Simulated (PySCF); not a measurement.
Complexes of ethylene

Gas-phase complexes of ethylene, each in one structure from a short search with a few starts, optimised by PBE0-D3(BJ)/def2-SVPD or PBE0-D3(BJ)/def2-TZVPD; other ways of binding may lie lower. Energies in kcal/mol, wB97M-D3(BJ)/def2-TZVPD, counterpoise-corrected (PySCF): interaction is complex less parts frozen as they stand in it, binding adds what it costs to deform them. Contacts are written partner···ethylene; electrostatic, Pauli and orbital are terms of the uncorrected same energy, whose rest is dispersion or correlation.

No frequency run checks that these structures are minima. 1 further partner within 0.25 kcal/mol of a listed one is not ranked.

**Question.** Order these partners of ethylene by binding energy, strongest first: alane, water, GeH3F, chlorine monofluoride, bromine monofluoride, formaldehyde.

**Answer.** alane (-12.0), bromine monofluoride (-6.2), chlorine monofluoride (-3.8), water (-2.7), GeH3F (-2.0), formaldehyde (-0.8).
```
              partner  contact  distance (Å)  binding  interaction  electrostatic  Pauli  orbital
                alane   Al···C          2.50    -12.0        -14.3          -27.5   37.3    -22.1
 bromine monofluoride   Br···C          2.56     -6.2         -7.7          -32.3   54.1    -28.1
chlorine monofluoride   Cl···C          2.53     -3.8         -4.9          -23.9   42.3    -21.8
                water    H···C          2.45     -2.7         -2.7           -3.7    3.7     -1.8
                GeH3F    F···H          2.50     -2.0         -2.0           -2.4    2.3     -0.7
         formaldehyde    O···H          2.62     -0.8         -0.8           -0.8    0.8     -0.3
```
